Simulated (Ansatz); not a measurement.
# SiOF (doublet): the correlation ladder, cc-pVDZ

An exercise on one series of results from a longer session: the logs are not shown, and one member is left open.

Computed with Ansatz 0.2.0, Gaussian basis. Level: cc-pVDZ, core rule «outside noble gas», up to 7 orbitals frozen.

The runs, in order: UHF; CCSD(T) on ROHF; CCSD(T) on UHF; BCCD(T) on ROHF; CISD; CCSDT(Q) on ROHF; CCSDT(Q) on UHF; CASSCF and MRCISD+Q, 15 electrons in 11 orbitals; CASSCF and NEVPT2, 15 electrons in 11 orbitals.

32 further runs of the same task are left out: 12 for a known fault of the program, 7 that didn't finish, 13 set aside as unsound or not needed.

## What is computed

The geometry is a PBE0/def2-TZVP stationary point (not a proven minimum) of the parent state, kept for this charge and spin.

3 atoms, charge 0, spin multiplicity 2.

Atoms are counted from 1 here; the program's logs count them from 0.

Bond lengths: F1–Si3 1.602 Å, O2–Si3 1.725 Å. Angles: F1–Si3–O2 115.7°.

Set-up of the first run:

in.yaml reads:

```yaml
crystal:
  periodic: [false, false, false]
  atoms:
    - {symbol: F, position_ang: [0.000000, 0.390347, 1.310206]}
    - {symbol: O, position_ang: [0.000000, 0.397529, -1.506653]}
    - {symbol: Si, position_ang: [0.000000, -0.490510, -0.027996]}
basis:
  gaussian: {orbitals: cc-pVDZ}
magnetization: {spin_polarized: true, initial_magnetization: 1}
hamiltonian: {xc: hf}
output: {orbitals: {seedname: orbitals}}
```

Started as:

```console
ansatz run in.yaml --threads 1 --pin off --events-out ev --progress --plain --max-ram 2393MiB
```

Among the steps run: UHF; CCSD(T) on ROHF; CCSD(T) on UHF; BCCD(T) on ROHF; CISD; CCSDT(Q) on ROHF; CCSDT(Q) on UHF; CASSCF and MRCISD+Q, 15 electrons in 11 orbitals; CASSCF and NEVPT2, 15 electrons in 11 orbitals.

One of the session's tables, all rows but one given; the rest of the session is left out.

It belongs to the step «Misses and costs». 

```
          method  from RCCSDT(Q) (meV)
            ROHF              +12651.3
             UHF              +12512.9
            RMP2               +1403.3
            UMP2               +1355.6
            CISD               +1919.8
           RCCSD                     ?
           UCCSD                +486.2
        RCCSD(T)                +149.6
        UCCSD(T)                +150.7
         BCCD(T)                +115.6
          RCCSDT                 +72.8
          UCCSDT                 +72.5
       RCCSDT(Q)                     0
       UCCSDT(Q)                  -1.5
  CASSCF valence               +9865.5
  NEVPT2 valence               +1637.9
  MRCISD valence                +982.2
MRCISD+Q valence                +289.9
```

Q: Estimate the row for RCCSD from the others.

The run gave: from RCCSDT(Q) (meV): +489.6. In the column «from RCCSDT(Q) (meV)» it lies between UCCSD (+486.2) and MRCISD valence (+982.2).

To keep in mind: Restricted and unrestricted rows rest on different reference determinants; where their highest levels disagree by more than a few hundredths of an eV, they describe different states and don't form one ladder.
